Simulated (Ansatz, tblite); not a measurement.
# The cluster CrS₂−: one state, many levels

The task here is to estimate one member of a computed series from the others.

Method: as each input shows; program: Ansatz 0.2.0, Gaussian basis.

The runs, in order: GFN1-xTB, GFN2-xTB, PBE-D4/def2-TZVPD, r2SCAN-D4/def2-TZVPD, ωB97M-V/def2-TZVPD, HSE06-D4/def2-TZVPD, BLYP-D4/def2-TZVPD, CAM-B3LYP-D4/def2-TZVPD, B3LYP-D4/def2-TZVPD, PBE-D4/def2-SVPD, PBE0-D4/def2-SVPD, HF/6-31G, B3LYP-D4/6-31G, CCSD(T)/def2-TZVPPD, MP2/def2-TZVPD, RPA/def2-TZVPD.

1 further run of the same task is left out (for a known fault of the program). Runs told in other sessions of the task aren't counted.

## The structure

The doublet was relaxed beforehand with PBE0-D4/def2-TZVPD. At that level it is the lowest of the isomers that a small search found.

3 atoms, charge -1, spin multiplicity 2.

Bond lengths: Cr1–S2 2.069 Å, Cr1–S3 2.069 Å. Angles: S2–Cr1–S3 147.5°.

No spin-orbit coupling is included. The ion is computed in the gas phase, without counter-ions or solvent.

PBE0-D4/def2-TZVPD was run before; its log isn't repeated, and its numbers join the tables.

The first run:

Tight binding, by tblite at 300 K electronic temperature and without a spin-polarisation term:

```python
tblite.interface.Calculator('GFN1-xTB', numbers, positions, charge=-1, uhf=1).singlepoint()
```

Tight binding, by tblite at 300 K electronic temperature and without a spin-polarisation term:

```python
tblite.interface.Calculator('GFN2-xTB', numbers, positions, charge=-1, uhf=1).singlepoint()
```

start.molden holds the orbitals of an earlier run on this state, given as this run's starting guess.

in.yaml reads:

```yaml
crystal:
  periodic: [false, false, false]
  atoms:
    - {symbol: Cr, position_ang: [-0.188068, 0.205438, 0.266777]}
    - {symbol: S, position_ang: [1.357953, 1.405377, -0.403706]}
    - {symbol: S, position_ang: [-1.169894, -1.610815, 0.136929]}
basis:
  gaussian: {orbitals: def2-TZVPD, initial_orbitals: start.molden}
total_charge: -1
magnetization: {spin_polarized: true, initial_magnetization: 1}
hamiltonian: {xc: pbe, dispersion: d4}
scf: {omitted_lower_state_checks: [starts]}
output: {forces: true, orbitals: {seedname: orbitals}}
```

On the command line:

```
ansatz run in.yaml --threads 4 --pin off --events-out ev --progress --plain --max-ram 3916MiB
```

Among the steps run: PBE-D4/def2-TZVPD; r2SCAN-D4/def2-TZVPD; ωB97M-V/def2-TZVPD; HSE06-D4/def2-TZVPD; BLYP-D4/def2-TZVPD; CAM-B3LYP-D4/def2-TZVPD; B3LYP-D4/def2-TZVPD; PBE-D4/def2-SVPD; PBE0-D4/def2-SVPD; HF/6-31G; B3LYP-D4/6-31G; CCSD(T)/def2-TZVPPD; MP2/def2-TZVPD; RPA/def2-TZVPD.

One of the session's tables, all rows but one given; the rest of the session is left out.

```
                  level  HOMO (eV)  LUMO (eV)  gap (eV)
               HF/6-31G      -3.05       3.88      6.94
       PBE-D4/def2-SVPD      -0.30       0.84      1.14
      PBE-D4/def2-TZVPD      -0.31       0.83      1.14
     BLYP-D4/def2-TZVPD      -0.14       0.88      1.03
   r2SCAN-D4/def2-TZVPD      -0.68       0.98      1.66
         B3LYP-D4/6-31G      -1.42       1.53      2.95
    B3LYP-D4/def2-TZVPD      -1.47       1.47      2.94
      PBE0-D4/def2-SVPD      -1.77       1.74      3.51
     PBE0-D4/def2-TZVPD      -1.75       1.88      3.63
    HSE06-D4/def2-TZVPD      -1.34       1.51      2.85
CAM-B3LYP-D4/def2-TZVPD      -3.10       2.63      5.73
     ωB97M-V/def2-TZVPD          ?          ?         ?
```

Q: Estimate the row for ωB97M-V/def2-TZVPD from the others.

As computed: HOMO (eV): -4.04; LUMO (eV): 3.01; gap (eV): 7.05. In the column «HOMO (eV)» it is the lowest.

Caveats from the session: Doubts: state flagged by the program, large T1 diagnostic, spin contamination. Notes on CCSD(T)/def2-TZVPPD: large T1 diagnostic, spin contamination, state flagged by the program.
